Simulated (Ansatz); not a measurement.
Born–Oppenheimer molecular dynamics of BH4N (6 atoms, charge 0, multiplicity 1). It goes on from the last frame of an earlier run, with new velocities.

These are results of RKS LDA/cc-pVDZ in Ansatz 0.2.0, not measurements.

```
ensemble        : NVT, Nosé–Hoover chain
time step       : 0.5 fs
steps asked     : 150
set temperature : 3000 K
thermostat      : time constant 100 fs, chain length 3 (defaults)
seed            : 425192
```

First frame:

```xyz
6
Properties=species:S:1:pos:R:3
B -0.219 -0.457 0.071
H 0.098 -1.476 0.901
N 0.681 0.717 0.008
H 1.597 0.829 0.587
H 0.608 1.582 -0.521
H -1.436 -0.833 -0.533
```

Problem. How far do the bonds stretch over the last three quarters of this one trajectory? (Pairs bonded in most of those frames.)

Solution. 
```json
{"bond": "B1–H2", "mean (Å)": "1.245", "spread (Å)": "0.069", "shortest": "1.11", "longest": "1.39"}
{"bond": "B1–N3", "mean (Å)": "1.416", "spread (Å)": "0.071", "shortest": "1.30", "longest": "1.52"}
{"bond": "B1–H6", "mean (Å)": "1.256", "spread (Å)": "0.101", "shortest": "1.09", "longest": "1.42"}
{"bond": "N3–H4", "mean (Å)": "1.046", "spread (Å)": "0.074", "shortest": "0.93", "longest": "1.16"}
{"bond": "N3–H5", "mean (Å)": "1.099", "spread (Å)": "0.149", "shortest": "0.86", "longest": "1.30"}
```

Pairs bonded in part of these frames only: N3–H5 87 %.

Mean temperature of the second half: 2546 K. The conserved energy wandered by up to 5.9 meV per atom (net 5.9 meV per atom), which is poor conservation. The mean temperature of the second half is 15 % below the set value. A run of 0.075 ps of so small a system gives no equilibrium averages.

The run took 75 s on 1 thread of Intel(R) Xeon(R) Platinum 8375C CPU @ 2.90GHz (Ice Lake), on a shared host, peak memory 0.11 GiB.
